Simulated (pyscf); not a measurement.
`[SiH3][AsH][SiH3]` + `[OH2]` → `[OH][SiH3]` + `[SiH3][AsH2]` (four-centre exchange; singlet surface; As–Si, H–O broken, O–Si, As–H formed). Structures and frequencies: ωB97X-D3(BJ)/def2-SVP in PySCF. Rate constants from transition-state theory, ωB97M-D3(BJ)/def2-TZVP energies (ideal gas, 1 atm, RRHO with modes under 100 cm⁻¹ raised to 100, one conformer, R ln 2 for chiral ones without a mode under 150 cm⁻¹; no tunnelling), k in cm³ molecule⁻¹ s⁻¹.

```csv
T (K),1000/T,log10 k
298,3.354,-39.75
600,1.667,-26.60
900,1.111,?
1200,0.833,-19.70
```

Question: Fit an Arrhenius line to the three values, give the activation energy, and predict k at 900 K.

Answer: Least squares gives log10 k = -13.21 − 7.93 × 1000/T, so Ea = 7.93 × ln 10 × 1.987 = 36.3 kcal/mol, against an electronic barrier of 35.5. At 900 K the line gives -22.02; the computed value is -22.08 (ΔG‡ = 67.7 kcal/mol), close to the line. This is the saddle that the search found; another between the same sides may lie lower. Elements up to Kr have no core potential and no relativistic terms here.
